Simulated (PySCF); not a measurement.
# Orbital picture of SiN

revPBE at R = 1.565 Å; Si x2c-TZVPPall, N x2c-TZVPPall; spin-free X2C with a Gaussian nucleus (PySCF 2.14). State: ²Σ⁺ (doublet), unpaired electrons σ ↑. Only the outer orbitals are listed, counted within each symmetry.

```tsv
spin	orbital	occ.	ε (eV)	on Si (%)	main shells (%)
α	5σ	1	-19.64	25	72 N s, 14 Si s
α	6σ	1	-10.61	56	52 Si s, 31 N p, 13 N s
α	7σ	1	-7.62	55	42 N p, 30 Si p, 24 Si s
α	2π	1	-7.05	31	69 N p, 28 Si p
α	2π	1	-7.05	31	69 N p, 28 Si p
α	3π	0	-2.54	80	72 Si p, 20 N p, 9 Si d
α	3π	0	-2.54	80	72 Si p, 20 N p, 9 Si d
β	5σ	1	-18.65	27	68 N s, 17 Si s, 8 Si p
β	6σ	1	-9.59	73	64 Si s, 14 N p, 13 N s
β	2π	1	-6.72	37	63 N p, 33 Si p
β	2π	1	-6.72	37	63 N p, 33 Si p
β	7σ	0	-5.83	38	56 N p, 24 Si p, 14 Si s
β	3π	0	-2.23	76	67 Si p, 24 N p
β	3π	0	-2.23	76	67 Si p, 24 N p
```

Question: Which are the highest filled and the lowest empty level, where do they sit, and how wide is the gap?

Answer: Highest filled β 2π at -6.72 eV (in %: 63 N p, 33 Si p); lowest empty β 7σ at -5.83 eV (in %: 56 N p, 24 Si p, 14 Si s); the gap at revPBE is 0.89 eV.

| Property | Result |
| --- | --- |
| bond order (Mayer) | 2.76 |
| ⟨S²⟩ | 0.762 |
| charge on Si (Mulliken, basis-dependent) | 0.28 |
| charge on Si (Löwdin, basis-dependent) | 0.23 |
| dipole moment (positive dipole means Si(−)N(+)) | -2.63 D |

The state was picked by a PBE0 search and need not be the measured ground state.
